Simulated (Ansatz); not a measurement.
dichloromethane (SMILES ClCCl), charge 0, multiplicity 1, relaxed at each level with Ansatz (a first-principles code); harmonic frequencies from differences of analytic forces, average atomic masses, frozen cores.

**Question.** Give the equilibrium geometry, the harmonic frequencies and the zero-point energy at MP2/cc-pV(T+d)Z.

**Answer.** 
(charge 0, multiplicity 1):
| atom | x (Å) | y (Å) | z (Å) |
|---|---|---|---|
| Cl | -1.4676 | 0.2106 | 0.0171 |
| C | 0.0033 | -0.7625 | 0.0544 |
| Cl | 1.4657 | 0.2187 | -0.0478 |
| H | 0.0255 | -1.3071 | 0.9894 |
| H | -0.0136 | -1.4345 | -0.7937 |
Frequencies (cm⁻¹): 288, 740, 796, 917, 1195, 1303, 1484, 3155, 3235. Zero-point energy 18.75 kcal/mol.

**Question.** Give the equilibrium geometry, the harmonic frequencies and the zero-point energy at CCSD(T)/cc-pV(T+d)Z.

**Answer.** 
(charge 0, multiplicity 1):
| atom | x (Å) | y (Å) | z (Å) |
|---|---|---|---|
| Cl | -1.4761 | 0.2134 | 0.0171 |
| C | 0.0033 | -0.7648 | 0.0546 |
| Cl | 1.4742 | 0.2216 | -0.0482 |
| H | 0.0256 | -1.3086 | 0.9917 |
| H | -0.0136 | -1.4364 | -0.7957 |
Frequencies (cm⁻¹): 283, 722, 775, 907, 1181, 1293, 1474, 3127, 3202. Zero-point energy 18.53 kcal/mol.
